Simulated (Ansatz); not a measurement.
Abridged output of a molecular run in Ansatz:

```
Functional definition: HF
1602 factors; integrals over basis functions are off by at most 1.1e-3 eV
mean field evaluation 1: about -7290.6285 eV, gradient 4.6e1 eV
mean field evaluation 2: about -7290.8833 eV, gradient 4.6e1 eV
mean field evaluation 4: about -7295.3982 eV, gradient 4.2e0 eV
mean field evaluation 8: about -7295.4585 eV, gradient 2.6e-1 eV
mean field -7295.45872467 eV, -268.1031630920 hartree, gradient 1.3e-6 eV, S^2 0.000000; 0 other end points of the search recorded, 0 dependent functions left out
5 core orbitals not correlated: weight in the atoms' cores, before any rotation towards them, 1.000 or more for the frozen orbitals, at most 0.000 for the correlated occupied ones
reference -7295.45872467 eV, -268.1031630920 hartree; 16, 16 occupied and 246, 246 virtual orbitals, 1602 factors
second order -27.40209221 eV of doubles, -0.00000000 eV of singles
cycle   1  -27.67929519 eV  change   -2.8e-1 eV  update   9.9e-2
cycle   2  -28.28124596 eV  change   -6.0e-1 eV  update   2.7e-2
cycle   3  -28.40261663 eV  change   -1.2e-1 eV  update   1.3e-2
cycle   4  -28.39303465 eV  change    9.6e-3 eV  update   2.7e-3
cycle   5  -28.39333987 eV  change   -3.1e-4 eV  update   1.3e-3
cycle   6  -28.39399422 eV  change   -6.5e-4 eV  update   4.0e-4
cycle   7  -28.39380436 eV  change    1.9e-4 eV  update   1.8e-4
cycle   8  -28.39374323 eV  change    6.1e-5 eV  update   5.1e-5
cycle   9  -28.39375071 eV  change   -7.5e-6 eV  update   1.7e-5
perturbative correction -1.05693669 eV, -0.0388417069 hartree
Total energy: -7324.90941206 eV, -269.1854558914 hartree
```

Its atoms:

Z-matrix (Å, degrees):
```
C
C 1 1.517
H 1 1.093 2 111.2
H 1 1.092 2 111.0 3 119.8
H 1 1.092 2 111.2 3 -119.8
C 2 1.513 1 112.9 3 61.5
H 2 1.093 1 110.8 3 -59.7
H 2 1.097 1 110.9 3 -177.5
O 6 1.402 2 113.1 1 60.4
O 6 1.402 2 107.2 1 -176.7
H 6 1.098 2 110.4 1 -55.8
H 9 0.964 6 107.4 2 57.3
H 10 0.962 6 107.5 2 179.6
```

**Question.** Which basis set was used?
A. cc-pV(D+d)Z
B. def2-TZVPP
C. def2-QZVPP
D. def2-SVP

**Answer.** B. It gives 267 functions.

**Question.** Write the keys of the input that set method, charge and spin (a neutral closed shell needs none for the last two).

**Answer.** 
```yaml
correlation: {method: ccsd_t}
```
